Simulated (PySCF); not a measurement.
# Löwdin shares of the frontier orbitals

Propiolic acid, C₃H₂O₂.
SMILES with atom numbers: `[CH:1]#[C:2][C:3](=[O:4])[OH:5]` (hydrogens: H6 on C1; H7 on O5)

Geometry (PBE0-D3(BJ)/def2-SVP, Å), atoms numbered from 1 in this order:
```xyz
7
C3H2O2 angstrom
C      1.8990    0.3252   -0.1167
C      0.7356    0.0333    0.0419
C     -0.6376   -0.3945    0.2449
O     -0.9618   -1.5292    0.4711
O     -1.4957    0.6237    0.1513
H      2.9321    0.5887   -0.2581
H     -2.3798    0.2508    0.2966
```

The calculation used TDDFT CAM-B3LYP/def2-SVPD, vertical, gas phase, core orbitals frozen in the response in PySCF 2.14.0, density-fitted response routines.

Frontier orbitals with the atoms that hold most of them (Löwdin shares over 4%, at most four atoms; ? is withheld):

| orbital | ε (eV) | atoms |
| --- | --- | --- |
| HOMO-3 | -11.48 | O5 48%, O4 32%, C3 11% |
| HOMO-2 | -10.92 | O4 36%, C2 24%, C1 20%, C3 10% |
| HOMO-1 | -10.37 | ? |
| HOMO | -9.98 | O4 38%, C1 26%, C2 25%, O5 6% |
| LUMO | ? | ? |
| LUMO+1 | 0.96 | O5 34%, H7 19%, C3 16%, C2 11% |
| LUMO+2 | 1.49 | C1 41%, C2 26%, H6 15%, C3 9% |

**Question.** Which atoms hold the HOMO-1, and with what shares?

**Answer.** C2 (bonded to 2 C) 39%; C1 (bonded to C and H) 38%; O4 (bonded to C) 12%; C3 (bonded to C and 2 O) 7%. By element: carbon 84%, oxygen 12% or more.

**Question.** Give the leading atoms of the LUMO.

**Answer.** C3 (bonded to C and 2 O) 24%; C1 (bonded to C and H) 23%; O4 (bonded to C) 20%; C2 (bonded to 2 C) 18%. By element: carbon 65%, oxygen 20% or more.

**Question.** What is the LUMO energy, and the HOMO–LUMO gap?

**Answer.** ε(LUMO) = -0.52 eV; the gap is 9.47 eV (0.3479 hartree).

**Question.** The HOMO–LUMO gap is 9.47 eV. Where does the response calculation put the lowest singlet, and from which orbitals?

**Answer.** S1 is at 4.97 eV (f = 0.0000), 4.50 eV below the gap, made of HOMO→LUMO (97%). Without the coupling terms of the response equations the lowest excitation would equal the gap.

**Question.** Give energy, strength and leading configuration of S1, S2 and S3, and follow the Löwdin shares of the leading atoms from the occupied to the empty orbital.

**Answer.** 
- S1 (4.97 eV, f 0.0000), HOMO→LUMO (97%): O4 38% → 20%, C1 26% → 23%, C3 at most 6% → 24%
- S2 (5.82 eV, f 0.0000), HOMO-2→LUMO (94%): O4 36% → 20%, C2 24% → 18%, C3 10% → 24%, C1 20% → 23%
- S3 (6.09 eV, f 0.066), HOMO-1→LUMO (70%): C2 39% → 18%, C1 38% → 23%, C3 7% → 24%

One conformer stands for the species.
